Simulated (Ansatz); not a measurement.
What does this script print? It uses Ansatz 0.2.0 through its Python package.

The script, `composite_ch5als.py`:
```python
"""Relax CH5AlS cheaply, then refine its energy."""

import ansatz as az
import numpy as np

mol = (
    az.Crystal.molecule()
    .atom("C", (-0.7447, 0.9566, -0.4271))
    .atom("S", (-0.5306, 0.3975, 1.2561))
    .atom("Al", (0.9013, -1.2355, 0.6403))
    .atom("H", (-1.1455, 0.2043, -1.0732))
    .atom("H", (0.1662, 1.3494, -0.8923))
    .atom("H", (-1.5089, 1.8645, -0.4141))
    .atom("H", (2.5244, -0.9195, 0.5809))
    .atom("H", (0.43, -2.6745, 0.2736))
)

base = mol.calculation().basis(gaussian="def2-SVP").functional("b3lyp", dispersion="d3bj")
symbols = [site.symbol for site in mol.cartesian_sites]
start = np.array([site.position_ang for site in mol.cartesian_sites], dtype=float)
report = base.relax(force_tolerance=0.01).run(threads=1).report
end = np.array(report["positions_ang"])
print("final positions (A) and the move of each atom")
for symbol, xyz, old in zip(symbols, end, start):
    print(f"{symbol:2s} {xyz[0]:10.5f} {xyz[1]:10.5f} {xyz[2]:10.5f}   {np.linalg.norm(xyz - old):7.4f}")

minimum = az.Crystal.molecule()
for symbol, place in zip(symbols, end):
    minimum = minimum.atom(symbol, place.tolist())
at_minimum = minimum.calculation()
# MP2 extrapolated to the basis limit, plus the small-basis difference CCSD(T) - MP2
level = lambda method, basis: at_minimum.basis(gaussian=basis).correlation(method).run(threads=1).report
small, large, cluster = level("mp2", "cc-pVDZ"), level("mp2", "cc-pVTZ"), level("ccsd_t", "cc-pVDZ")
corr = lambda each: (each["free_energy_ev"] - each["reference_energy_ev"]) / 27.211386246
mp2_limit = (27 * corr(large) - 8 * corr(small)) / 19
pieces = {"HF / cc-pVTZ": large["reference_energy_ev"] / 27.211386246, "MP2 correlation, DZ-TZ limit": mp2_limit, "CCSD(T) - MP2 / cc-pVDZ": corr(cluster) - corr(small)}
for name, value in pieces.items():
    print(f"{name:32s} {value:14.6f} Ha")
print(f"{'sum':32s} {sum(pieces.values()):14.6f} Ha")
print("T1 diagnostic", round(cluster["correlation"]["coupled_cluster"]["t1_diagnostic"], 4))
```

```console
$ python composite_ch5als.py
final positions (A) and the move of each atom
C    -0.73400    1.07000   -0.51226    0.1422
S    -1.07862   -0.45081    0.47394    1.2774
Al    0.88019   -1.39126    0.65936    0.1583
H    -1.32039    1.02759   -1.44051    0.9183
H     0.33185    1.16557   -0.76223    0.2796
H    -1.04792    1.94573    0.07237    0.6751
H     2.12277   -0.67695   -0.01329    0.7571
H     0.93833   -2.74708    1.46683    1.2990
HF / cc-pVTZ                        -680.295980 Ha
MP2 correlation, DZ-TZ limit          -0.475249 Ha
CCSD(T) - MP2 / cc-pVDZ               -0.057218 Ha
sum                                 -680.828446 Ha
T1 diagnostic 0.0119
```

Total energies depend on the basis set; only differences at equal settings carry meaning. The sum leaves out core correlation, relativity, the Hartree-Fock basis error and zero-point energy; a DZ-TZ extrapolation is rough. b3lyp holds the VWN-RPA fit, as in Gaussian; the form of ORCA and Turbomole is b3lyp5. Inner cores stay frozen, so this is valence correlation. For Al to Cl the sets with a tight d function, cc-pV(X+d)Z, are usual. An extrapolation from small basis sets is rough. Hardware and time: 56 s on 1 thread of Arm Neoverse V2, on a shared host, peak memory 0.35 GiB.
